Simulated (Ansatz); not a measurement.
System: fcc Al. Method: PBEsol in Ansatz (PAW).

Numerical settings: plane-wave cutoff 500 eV, 8×20×1 k mesh (along the axes of the cell as run), Fermi–Dirac smearing 0.1 eV, scalar-relativistic PAW data made under PBE.

Question: What does this level give for the surface energy of the (221) face and work function of the (221) face?

Answer: 
- surface energy of the (221) face: 1.11 J/m²
- work function of the (221) face: 4.10 eV

The slab of 18 atoms is relaxed and unreconstructed.

Ansatz is a first-principles code.
